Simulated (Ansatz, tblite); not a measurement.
Cost and result up the ladder for the cluster Li₂Al⁺ (the lowest singlet isomer of a short search) (3 atoms). The state is a singlet with charge 1. Geometry: PBE-D4/def2-TZVP.

```xyz
3

Al    0.0000    0.0000    0.0000
Li    1.3479   -1.3837   -1.9967
Li   -1.3479    1.3837    1.9967
```

Ansatz on 4 threads of Arm Neoverse V1 on a shared host; xTB runs through tblite on one thread. Times are rough, summed over both states, and most runs start from the orbitals of an earlier one. ωB97M-V/def2-TZVP serves as the yardstick here, not as an exact answer. The other state is a quintet at its own geometry.

The xTB rows come from tblite. Correlated methods freeze 5 core orbitals; core or outer-core shells of Li are correlated, in sets that lack core-valence functions. The structure comes from a short search, and lower isomers may exist.

Run but left out: HF/STO-3G (singlet: restricted singlet, unstable in another Hartree–Fock run and untested here); HF/def2-TZVP, HF/def2-TZVPP, r2SCAN-D4/def2-TZVP (singlet: restricted singlet, unstable towards broken spin symmetry).

Correlated methods converge slowly with the basis.

xTB has no spin-polarisation term.

| level | functions | wall time |
| --- | --- | --- |
| GFN1-xTB | 17 | 0.003 s |
| GFN2-xTB | 17 | 0.004 s |
| MP2/def2-TZVP | 65 | 0.4 s |
| LDA (SPW92)/def2-TZVP | 65 | 0.55 s |
| BHLYP-D4/def2-TZVP | 65 | 0.95 s |
| PBE-D4/def2-TZVP (with forces) | 65 | 0.95 s |
| PBE0-D4/def2-TZVP | 65 | 1.1 s |
| RPA@PBE/def2-TZVP | 65 | 1.1 s |
| CCSD(T)/def2-TZVPP | 80 | 1.5 s |
| r2SCANh-D4/def2-TZVP | 65 | 2.2 s |
| ωB97X-V/def2-TZVP | 65 | 2.7 s |
| ωB97M-V/def2-TZVP | 65 | 3 s |

Q: Estimate what each level gives for the quintet − singlet (eV).

A: 
| level | quintet − singlet (eV) | difference from ωB97M-V/def2-TZVP (eV) | remarks |
| --- | --- | --- | --- |
| GFN1-xTB | 7.63 | 2.95 | – |
| GFN2-xTB | 6.08 | 1.40 | – |
| MP2/def2-TZVP | 3.51 | -1.17 | restricted SCF unstable (singlet) |
| LDA (SPW92)/def2-TZVP | 4.21 | -0.47 | – |
| BHLYP-D4/def2-TZVP | 4.52 | -0.16 | – |
| PBE-D4/def2-TZVP (with forces) | 4.10 | -0.58 | – |
| PBE0-D4/def2-TZVP | 3.98 | -0.70 | – |
| RPA@PBE/def2-TZVP | 3.99 | -0.68 | – |
| CCSD(T)/def2-TZVPP | 3.88 | -0.80 | restricted SCF unstable (singlet) |
| r2SCANh-D4/def2-TZVP | 3.43 | -1.25 | – |
| ωB97X-V/def2-TZVP | 4.47 | -0.21 | – |
| ωB97M-V/def2-TZVP | 4.68 | 0.00 | – |
